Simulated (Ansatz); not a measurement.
C4H6FN can be A, `C=C=C(F)CN`, or B, `CC1=C(F)NC1`.

Calculated with Ansatz (gas phase, PBE0-D4/def2-TZVP geometries, no zero-point term in ΔE). CCSD(T)/CBS adds triple-zeta CCSD(T) − MP2 to the extrapolated MP2 energy (def2 sets, frozen cores). DFT in def2-TZVPP. B3LYP here is the variant with VWN-RPA as its local correlation; programs differ in this. Each species was taken in one conformer, which may not be the lowest.

Task: Which is lower in electronic energy at CCSD(T)/CBS, and by how much? (An estimate is asked.)

Result: Computed: B, by 8.9 kcal/mol.

Task: Give E(B) − E(A) in kcal/mol with PBE-D4, B2PLYP, CCSD/def2-TZVPP, B3LYP-D4, B3LYP, CCSD(T)/def2-TZVPP, ωB97M-V. (Estimate.)

Result: The calculation gave: PBE-D4 -11.1, B2PLYP -7.7, CCSD/def2-TZVPP -9.0, B3LYP-D4 -6.1, B3LYP -5.5, CCSD(T)/def2-TZVPP -9.3, ωB97M-V -9.6. None reverses the order clearly.

Largest T1 diagnostic: 0.012.

In def2-TZVPP, CCSD(T) changes the Hartree–Fock value by −3.5 kcal/mol (the triples alone add −0.3 kcal/mol) and MP2 by −7.0 kcal/mol. From PBE to PBE0 (25 % exact exchange), in def2-TZVPP and without D4, E(B) − E(A) moves by −2.0 kcal/mol.
